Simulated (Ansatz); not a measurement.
# AlNH4 (AlH2(NH2)): the energy, rung by rung

AlNH4: 6 atoms, total charge 0, spin state singlet. SMILES: `[H][Al]([H])[NH2]`. The shape comes from GFN2-xTB, which is rough for such elements, and wasn't checked as a minimum.

| atom | x (Å) | y (Å) | z (Å) |
| --- | --- | --- | --- |
| Al | 0.4112 | 0.7098 | 0.0041 |
| H | 1.9511 | 0.7541 | 0.0402 |
| H | -0.3175 | 2.0686 | -0.0206 |
| N | -0.4778 | -0.8270 | -0.0067 |
| H | -0.8038 | -1.3379 | -0.8198 |
| H | -0.7632 | -1.3675 | 0.8027 |

Each level gives the energy change with the N4–H6 bond stretched from 1.014 to 2.029 Å (eV). The values are calculated.

```tsv
level	kind	program	value (eV)	CPU time (all runs)
revPBE/STO-3G (restricted)	GGA	Ansatz	5.29	2.1 s
B3LYP/STO-3G (restricted)	global hybrid	Ansatz	5.77	2.3 s
PBE0/STO-3G (restricted)	global hybrid	Ansatz	6.11	2.1 s
BCCD(T)/STO-3G (restricted)	coupled cluster or CI	Ansatz	?	0.38 s
CCSD(T)/STO-3G (restricted)	coupled cluster or CI	Ansatz	4.87	0.35 s
CCSD/STO-3G (restricted)	coupled cluster or CI	Ansatz	?	0.41 s
CCSDT(Q)/STO-3G (restricted)	coupled cluster or CI	Ansatz	4.87	0.75 s
CCSDTQ/STO-3G (restricted)	coupled cluster or CI	Ansatz	4.87	8.4 s
FCI/STO-3G	exact in the basis	Ansatz	4.66	10 s
```

Q: Estimate what the levels marked ? give.

A: As computed at these levels: BCCD(T)/STO-3G (restricted): 4.88 eV; CCSD/STO-3G (restricted): 4.94 eV. The first shape isn't each level's own minimum. The values span 4.66 to 6.11 eV. All rows use very small basis sets, so even the best lies far from the true value. CPU times are rough (shared hosts, several kinds of processor): they show what a rung costs within a factor of a few.
